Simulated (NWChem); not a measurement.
# [NO2]+ (SMILES O=[N+]=O) at B3LYP-D2/x2c-SVPall-2c (DKH2)

What is the vertical singlet–triplet gap of [NO2]+ at B3LYP-D2/x2c-SVPall-2c (DKH2)? 

The calculation is run with NWChem 7.3.0.

4 further runs of the same task are left out: 1 that didn't finish, 3 set aside as unsound or not needed.

## (1) The structure to begin with

[NO2]+: 3 atoms, total charge +1, spin state singlet. SMILES: `O=[N+]=O`. The shape is that of a GFN2-xTB optimisation.

Bond lengths: O1–N2 1.091 Å, N2–O3 1.091 Å. Angles: O1–N2–O3 180.0°.

## (2) The energy at B3LYP-D2/x2c-SVPall-2c (DKH2)

File calc.nw:

```
start calc
title "NO2 energy"
memory 2200 mb
charge 1

geometry noautosym nocenter noautoz
  O    -0.563200    0.911190   -0.206000
  N    -0.000010   -0.000010    0.000000
  O     0.563210   -0.911180    0.206000
end

basis "ao basis" spherical bse
  * library x2c-SVPall-2c
end

relativistic
  douglas-kroll dkh
end

dft
  xc b3lyp
  disp vdw 2
  grid medium
  print low
end

task dft energy
```

Command:

```
$ nwchem calc.nw > calc.out
```

Output, cut to the lines that bear on the results:

```text
[...]
 d= 0,ls=0.0,diis     1   -204.5617737233 -2.74D+02  3.14D-02  1.57D+00     1.1
[...]
 d= 0,ls=0.0,diis     7   -204.6905114679 -2.02D-07  8.84D-06  7.85D-07     3.8
         Total DFT energy =     -204.690511467904
      One electron energy =     -408.786043541334
           Coulomb energy =      157.893950330030
    Exchange-Corr. energy =      -23.655290047172
 Nuclear repulsion energy =       69.856934422961
    Dispersion correction =       -0.000062632389
[...]
```

Run time: 4.5 s. Hardware: 1 thread of AMD EPYC 7B13 (Zen 3), shared host; peak memory 0.11 GiB.

## (3) The triplet at the same level

File nw.xyz:

```xyz
3
NO2 B3LYP
O     -0.563200     0.911190    -0.206000
N     -0.000010    -0.000010     0.000000
O      0.563210    -0.911180     0.206000
```

File run.py:

```python
from ase.io import read
from ase.calculators.nwchem import NWChem

molecule = read('nw.xyz')

calc = NWChem(
    label='nw',
    theory='dft',
    memory='2200 mb',
    basis='x2c-SVPall-2c',
    basispar='spherical bse',
    charge=1,
    relativistic={'douglas-kroll': 'dkh'},
    dft={'xc': 'b3lyp', 'mult': '3', 'disp': 'vdw 2', 'grid': 'medium', 'iterations': '150'},
    task='energy',
)
molecule.calc = calc

print("Total energy (eV):", round(molecule.get_potential_energy(), 6))
```

Command:

```
$ export ASE_NWCHEM_COMMAND="nwchem PREFIX.nwi > PREFIX.nwo"
$ python run.py
```

Output:

```text
Total energy (eV): -5563.386211
```

The calculator wrote nw.nwi:

```
title "nw"

permanent_dir nw

scratch_dir nw

start nw

geometry units angstrom nocenter noautosym noautoz
  O  -5.6320000000000003e-01 9.1119000000000006e-01 -2.0599999999999999e-01
  N  -1.0000000000000001e-05 -1.0000000000000001e-05 0.0000000000000000e+00
  O  5.6320999999999999e-01 -9.1117999999999999e-01 2.0599999999999999e-01
end

charge 1

memory 2200 mb

basis spherical bse noprint
   * library x2c-SVPall-2c
end

relativistic
  douglas-kroll dkh
end
dft
  xc b3lyp
  mult 3
  disp vdw 2
  grid medium
  iterations 150
end

task dft energy
```

nw.nwo, cut to the lines that bear on the results:

```text
[...]
         Total DFT energy =     -204.450673916466
      One electron energy =     -408.799486220649
           Coulomb energy =      158.247744467263
    Exchange-Corr. energy =      -23.755803953651
 Nuclear repulsion energy =       69.856934422961
[... 7 lines left out ...]
                    DFT Final Alpha Molecular Orbital Analysis
[... 303 lines left out ...]
[...]
      <S2> =      2.0042 (Exact =     2.0000)
[...]
```

It took 8.4 s on 1 thread of AMD EPYC 7B13 (Zen 3), shared host; peak memory 0.11 GiB.

## (4) Results

At B3LYP-D2/x2c-SVPall-2c (DKH2):

```
                                        quantity          value
                           singlet: total energy  -204.69051 Eh
                      singlet: dispersion energy   -0.16 kJ/mol
                           triplet: total energy  -204.45067 Eh
     triplet: HOMO energy (highest over α and β)      -14.26 eV
                      triplet: dispersion energy   -0.16 kJ/mol
                                   triplet: ⟨S²⟩          2.004
vertical energy of the triplet above the singlet       6.526 eV
```

At this shape the triplet lies 6.53 eV (151 kcal/mol) above the singlet.
